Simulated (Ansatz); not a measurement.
Input file:

```yaml
crystal:
  periodic: [false, false, false]
  atoms:
    - {symbol: As, position_ang: [0.003316, -0.027898, -0.000197]}
    - {symbol: H, position_ang: [-0.161558, 1.053080, -1.074498]}
    - {symbol: H, position_ang: [-0.084938, 1.020647, 1.089122]}
basis:
  gaussian: {orbitals: cc-pVTZ}
magnetization: {spin_polarized: true, initial_magnetization: 1}
correlation: {method: ccsd_t, electrons: outside_noble_gas}
accuracy: high
```

```sh
$ ansatz run in.yaml --threads 1 --pin off --events-out ev --progress --plain --max-ram 2393MiB
```

Log:

```
1048 factors; integrals over basis functions are off by at most 4.3e-9 eV
mean field evaluation 1: about -60827.4710 eV, gradient 6.0e0 eV
mean field evaluation 2: about -60827.4758 eV, gradient 6.0e0 eV
mean field evaluation 4: about -60827.9179 eV, gradient 5.4e-1 eV
mean field evaluation 8: about -60827.9218 eV, gradient 1.6e-3 eV
mean field evaluation 16: about -60827.8516 eV, gradient 2.1e0 eV
mean field evaluation 32: about -60824.8765 eV, gradient 2.7e-3 eV
mean field -60827.92176327 eV, -2235.3848941538 hartree, gradient 1.4e-8 eV, S^2 0.765114; 2 other end points of the search recorded, 0 dependent functions left out
determinant -60827.92176327 eV, -2235.3848941538 hartree, with singles and doubles -60832.07521264 eV, -2235.5375306028 hartree
determinant -60824.87649920 eV, -2235.2729827634 hartree, with singles and doubles -60829.12513252 eV, -2235.4291171582 hartree
14 core orbitals not correlated: weight in the atoms' cores, before any rotation towards them, 1.000 or more for the frozen orbitals, at most 0.000 for the correlated occupied ones
reference -60827.92176327 eV, -2235.3848941538 hartree; 4, 3 occupied and 53, 54 virtual orbitals, 1048 factors
second order -3.41684575 eV of doubles, -0.00000000 eV of singles
cycle   1  -4.07567714 eV  change   -2.7e-1 eV  update   1.6e-2
cycle   2  -4.08248583 eV  change   -6.8e-3 eV  update   3.6e-3
cycle   3  -4.08385587 eV  change   -1.4e-3 eV  update   1.2e-3
cycle   4  -4.08437243 eV  change   -5.2e-4 eV  update   3.6e-4
cycle   5  -4.08445747 eV  change   -8.5e-5 eV  update   1.1e-4
cycle   6  -4.08448758 eV  change   -3.0e-5 eV  update   3.2e-5
cycle   7  -4.08449403 eV  change   -6.4e-6 eV  update   1.0e-5
cycle   8  -4.08449270 eV  change    1.3e-6 eV  update   3.6e-6
cycle   9  -4.08449136 eV  change    1.3e-6 eV  update   1.3e-6
cycle  10  -4.08449130 eV  change    6.0e-8 eV  update   4.1e-7
cycle  11  -4.08449127 eV  change    3.2e-8 eV  update   1.4e-7
cycle  12  -4.08449127 eV  change   5.7e-10 eV  update   4.4e-8
cycle  13  -4.08449125 eV  change    1.5e-8 eV  update   2.1e-8
cycle  14  -4.08449142 eV  change   -1.7e-7 eV  update   6.7e-8
cycle  15  -4.08449145 eV  change   -3.0e-8 eV  update   1.9e-8
cycle  16  -4.08449146 eV  change   -4.2e-9 eV  update   4.6e-9
cycle  17  -4.08449146 eV  change  -1.9e-10 eV  update   1.3e-9
cycle  18  -4.08449146 eV  change   2.6e-11 eV  update  3.4e-10
perturbative correction -0.12738423 eV, -0.0046812841 hartree
Total energy: -60832.13363895 eV, -2235.5396777304 hartree
```

Ran on 1 thread of Intel Xeon Platinum 8259CL, shared host: 11 s wall, 0.33 GiB peak host memory.
